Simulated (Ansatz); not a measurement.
Take Ir in the fcc (Cu type) structure (space group Fm-3m, No. 225) as the base.

```cif
data_Ir
_chemical_formula_sum 'Ir1'
_space_group_name_H-M_alt 'P 1'
_space_group_IT_number 1
_cell_length_a 2.70843
_cell_length_b 2.70843
_cell_length_c 2.70843
_cell_angle_alpha 60.000
_cell_angle_beta 60.000
_cell_angle_gamma 60.000
loop_
_space_group_symop_operation_xyz
  'x, y, z'
loop_
_atom_site_label
_atom_site_type_symbol
_atom_site_fract_x
_atom_site_fract_y
_atom_site_fract_z
_atom_site_occupancy
Ir1 Ir 0.00000 0.00000 0.00000 1
```

Computed with Kohn–Sham DFT with the PBEsol functional, run in Ansatz (a program for electronic structure) with PAW and 420 eV plane waves, no spin-orbit coupling, earlier PAW set.

One thing is altered: full substitution Ir → Rh; the structure is relaxed again.

Measured lattice parameter a: Ir 3.831 Å (static lattice; corrected from measurement; as listed in Daniel Mejia-Rodriguez, S. B. Trickey, Phys. Rev. B (2018)); Rh 3.794 Å (static lattice; corrected from measurement; as listed in Daniel Mejia-Rodriguez, S. B. Trickey, Phys. Rev. B (2018)).

Task: How well does PBEsol reproduce the measured shift?

Result: With PBEsol the lattice parameter a moves by -0.050 Å (3.830 → 3.780) against -0.037 Å measured.

Stability against distortions was not tested. All final runs are without spin polarisation.
